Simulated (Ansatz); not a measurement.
# Which is lower?

Two relaxed structures of MgSiH2Cl, doublet (PBE0-D4/def2-TZVP; forces vanish, vibrations not checked).

A:

| atom | x (Å) | y (Å) | z (Å) |
| --- | --- | --- | --- |
| Si1 | 1.4173 | -0.8141 | 1.0254 |
| Mg2 | -0.5300 | 0.3586 | -0.1822 |
| Cl3 | -2.2165 | 1.4047 | -1.0862 |
| H4 | 1.3949 | 0.3699 | -0.0558 |
| H5 | 0.1092 | -1.3957 | 0.3030 |

B:

```json
{"atom": "Si1", "x (Å)": "-0.7562", "y (Å)": "0.3071", "z (Å)": "-0.8624"}
{"atom": "Mg2", "x (Å)": "0.7003", "y (Å)": "-0.2695", "z (Å)": "1.3255"}
{"atom": "Cl3", "x (Å)": "1.3281", "y (Å)": "-0.6116", "z (Å)": "-1.0202"}
{"atom": "H4", "x (Å)": "-0.2022", "y (Å)": "1.2762", "z (Å)": "0.2504"}
{"atom": "H5", "x (Å)": "-1.0701", "y (Å)": "-0.7022", "z (Å)": "0.3067"}
```

Program: Ansatz 0.2.0. Basis: def2-TZVPP. Cores are frozen in the correlated methods; orbitals are unrestricted. The outer core shell of Li, Na, Mg and K is correlated. The def2 sets are not built for correlating such inner shells, so the correlated values are less sure here. B3LYP uses VWN-RPA correlation.

**Question.** Which structure is lower at CCSD(T), and by how much? (Judge from chemistry; the value comes from the calculation.)

**Answer.** By the calculation: A, by 0.338 eV (electronic energy, against the other). By their contacts, A is MgSiH₂Cl ([Cl][Mg]12[H][Si]1[H]2) and B is MgSiH₂Cl ([H]1[Mg]23[H][Si]12[Cl]3).

All methods give the same order:

```tsv
method	E(B) − E(A) (eV)
PBE-D4	0.220
r2SCAN-D4	0.365
PBE0-D4	0.257
B3LYP-D4	0.331
wB97M-V	0.283
HF	0.421
MP2	0.249
CCSD	0.373
CCSD(T)	0.338
```

No T1 diagnostic of these runs exceeds 0.014. ⟨S²⟩ of the unrestricted Hartree–Fock references: 0.75 to 0.77 (a pure state has 0.75).

Labels in which every atom is bracketed show which atoms are joined, not bond orders.

For scale, one of the runs: CCSD(T)/def2-TZVPP, 144 basis functions, launched by `ansatz run in.yaml --threads 2 --pin off --events-out ev --progress --plain --max-ram 4352MiB`. Hardware: 2 CPU threads of an Arm Neoverse V1, shared host. Wall time 86 s; peak host memory 2 GiB.
